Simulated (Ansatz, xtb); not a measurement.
**Two isomers of C2H3Cl3**

We compare a, `CC(Cl)(Cl)Cl`, a singlet, with b, `ClCC(Cl)Cl`, a singlet. Both are isolated molecules in the gas phase, relaxed with PBE-D3(BJ)/def2-SVP, each in the lowest conformer that the search found.

Quicker runs give these differences E(b) − E(a): GFN2-xTB +4.9 kcal/mol; HF/STO-3G −3.5 kcal/mol (at GFN2-xTB geometries); r2SCAN-D4/def2-SVP −0.3 kcal/mol (at GFN2-xTB geometries).

**Question.** Estimate E(b) − E(a) at the level CCSD(T)/def2-SVP + ΔMP2/def2-TZVPP.

**Answer.** Not settled: CCSD(T)/def2-SVP + ΔMP2/def2-TZVPP gives E(b) − E(a) = −2.2 kcal/mol, but this leans on the basis-set step: CCSD(T) alone gives −0.8 kcal/mol.

The same difference at several levels:

```tsv
level	geometry	E(b) − E(a) (kcal/mol)	departure from the last row (kcal/mol)	job, with rough time for the two
GFN2-xTB	GFN2-xTB	+4.9	+7.1	optimisation, 0.092 s
HF/STO-3G	GFN2-xTB	−3.5	−1.3	single point, 1.1 s
r2SCAN-D4/def2-SVP	GFN2-xTB	−0.3	+1.9	single point, 1.4 s
PBE-D3(BJ)/def2-SVP	PBE-D3(BJ)/def2-SVP	−0.1	+2.1	optimisation, 6.3 s
HF/def2-SVP	PBE-D3(BJ)/def2-SVP	−5.0	−2.8	part of the CCSD(T) run
MP2/def2-SVP	PBE-D3(BJ)/def2-SVP	+0.1	+2.3	part of the CCSD(T) run
CCSD(T)/def2-SVP	PBE-D3(BJ)/def2-SVP	−0.8	+1.4	single point
CCSD(T)/def2-SVP + ΔMP2/def2-TZVPP	PBE-D3(BJ)/def2-SVP	−2.2		single point, 8.8 s
```

As drawn, both hold the same kinds of bond in the same numbers. Structure a has 1 methyl group, b 0.

GFN2-xTB puts the two in the other order. r2SCAN-D4/def2-SVP, PBE-D3(BJ)/def2-SVP, MP2/def2-SVP find them nearly level. The largest departure from CCSD(T)/def2-SVP + ΔMP2/def2-TZVPP is that of GFN2-xTB, 7.1 kcal/mol. The last row adds to CCSD(T) the change of the MP2 difference between the two basis sets, here −1.4 kcal/mol.

With harmonic frequencies from PBE-D3(BJ)/def2-SVP (ideal gas, rigid rotor, one conformer each, 298.15 K, 1 atm): the zero-point term adds +0.8 kcal/mol; ΔH is −1.5 and ΔG −2.5 kcal/mol.

Tabulated enthalpies of formation at 298 K are −144.4 kJ/mol for a (CRC Handbook of Chemistry and Physics) and −151.3 kJ/mol for b (CRC Handbook of Chemistry and Physics), a difference of −1.6 kcal/mol. Calculated less tabulated ΔH, with the same thermal term: GFN2-xTB +7.2, HF/STO-3G −1.2, r2SCAN-D4/def2-SVP +2.0, PBE-D3(BJ)/def2-SVP +2.3, HF/def2-SVP −2.7, MP2/def2-SVP +2.4, CCSD(T)/def2-SVP +1.6, CCSD(T)/def2-SVP + ΔMP2/def2-TZVPP +0.2 kcal/mol. Handbook values carry no stated uncertainty.

The correlated steps freeze 17 core orbitals. Mirror images aren't counted in ΔG. Programs: Ansatz 0.2.0, xtb 6.7.1; the last row on 2 threads of AMD EPYC 9R45 96-Core Processor (Zen 5) on a shared host.
